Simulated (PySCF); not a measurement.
**Stretching N₂**

Set-up: basis N x2c-SVPall; spin-free X2C with a Gaussian nucleus; PySCF 2.14. Energies in eV from N + N in their ground configurations at the same level. State: ¹Σg⁺ (singlet), closed shell.

All columns are r²SCAN0.

```tsv
R (Å)	E (eV)	HOMO (eV)	LUMO (eV)	Mayer bond order	⟨S²⟩
0.945	-6.215	-12.62	2.12	2.74	0.00
0.989	-7.693	-12.57	1.38	2.76	0.00
1.033	-8.512	-12.52	0.68	2.78	0.00
1.066	-8.794	-12.48	0.19	2.79	0.00
1.099	-8.853	-12.44	-0.27	2.80	0.00
1.132	-8.734	-12.39	-0.70	2.80	0.00
1.176	-8.365	-12.33	-1.24	2.81	0.00
1.231	-7.658	-12.24	-1.86	2.83	0.00
1.297	-6.588	-11.89	-2.50	2.85	0.00
1.385	-4.979	-11.34	-3.23	2.87	0.00
```
